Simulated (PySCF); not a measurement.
# Removing an electron from dimethylformamide

Dimethylformamide, C3H7NO.
Cartesian coordinates in Å at the PBE0-D3(BJ)/def2-TZVP level; atoms count from 1:
```
atom  x, y, z in Å
C1     1.2752    0.0903    0.4741
N2    -0.0654    0.1355   -0.0378
C3    -0.8045   -1.0976   -0.1055
C4    -0.6171    1.2876   -0.4824
O5    -1.7284    1.4066   -0.9468
H6     1.7036    1.0934    0.4670
H7     1.2908   -0.2848    1.5028
H8     1.9104   -0.5613   -0.1358
H9    -1.8028   -0.8766   -0.4783
H10   -0.3159   -1.8085   -0.7802
H11   -0.8776   -1.5566    0.8852
H12    0.0755    2.1437   -0.3729
```

Level: wB97X-D/aug-cc-pVTZ (PySCF). Frontier orbitals with their largest atomic shares (Löwdin; up to four atoms above 4 %):

```json
{"orbital": "HOMO−3", "ε (eV)": "-12.92", "main atoms": "C3 35 %, H9 15 %, N2 11 %, C1 11 %"}
{"orbital": "HOMO−2", "ε (eV)": "-12.80", "main atoms": "O5 39 %, C4 27 %, C3 10 %, N2 8 %"}
{"orbital": "HOMO−1", "ε (eV)": "-9.39", "main atoms": "O5 64 %, C4 18 %, H12 6 %, N2 5 %"}
{"orbital": "HOMO", "ε (eV)": "-8.98", "main atoms": "?"}
{"orbital": "LUMO", "ε (eV)": "0.69", "main atoms": "H7 22 %, H8 22 %, H6 18 %, H11 11 %"}
{"orbital": "LUMO+1", "ε (eV)": "1.05", "main atoms": "H6 24 %, H11 19 %, H10 17 %, H12 14 %"}
{"orbital": "LUMO+2", "ε (eV)": "1.13", "main atoms": "H8 20 %, H7 20 %, C1 17 %, H10 14 %"}
```

Q: What vertical ionisation energy does ΔSCF give, and how far is −ε(HOMO) from it?

A: ΔSCF: 9.27 eV (895 kJ/mol; threshold wavelength 134 nm); ⟨S²⟩ of the doublet left behind is 0.778, against 0.75 for a pure doublet. −ε(HOMO) is 8.98 eV, 0.29 eV below it. In exact Kohn–Sham theory the two would be equal; wB97X-D (range-separated hybrid) comes within 0.29 eV of that here.

Q: On which atoms does the HOMO lie?

A: N2 (amide nitrogen) 36 %, O5 (amide oxygen) 24 %, C4 (amide carbonyl carbon) 10 %, C1 (N-methyl carbon) 10 %, so no atom holds as much as 40 %. The HOMO−1 lies 0.41 eV lower.

Q: Shift the occupied levels rigidly so that −ε(HOMO) equals the ΔSCF value. What binding energies result?

A: The shift is +0.29 eV: HOMO 9.27, HOMO−1 9.68, HOMO−2 13.09, HOMO−3 13.21 eV. A rigid shift is only a rough guide to the deeper ionisations.

Q: What total energies stand behind the ΔSCF value?

A: E(N) = -248.52213 Eh and E(N − 1) = -248.18132 Eh at the same geometry, 0.34081 Eh apart.

Q: How many of the 10 lowest singlet excitations (vertical TDDFT, same level) lie below the ionisation energy?

A: All 10; they run from 5.77 to 7.71 eV.

Q: What kinetic energy would electrons from this vertical process carry with He I light (21.218 eV)?

A: 21.22 − 9.27 = 11.95 eV.

Isolated species at its PBE0-D3(BJ)/def2-TZVP geometry (one conformer only).

The pairwise dispersion term of wB97X-D wasn't added to the energies; at a given geometry it leaves orbitals and properties as they are.
